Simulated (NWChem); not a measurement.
**Correlation energy of N (+1)**

```
N
```
Charge +1, spin multiplicity 3.

Everything below was run with NWChem.

Basis set: def2-TZVP. Each correlation energy counts from its own Hartree-Fock reference.

The correlated methods keep 1 core orbital frozen. No SCF solution was tested for a lower state. Open-shell Hartree-Fock references start from PBE0 orbitals. Coupled-cluster values serve here as a point of comparison, not as the truth.

Q: One of these methods gave a correlation energy of -70.4 mHa. Which?
A. CCSD on UHF
B. CCSD[T] on UHF
C. UMP2
D. SCS-UMP2

A: C, UMP2. The others give -73.6 (SCS-UMP2), -91.6 (CCSD on UHF), -93.2 (CCSD[T] on UHF).
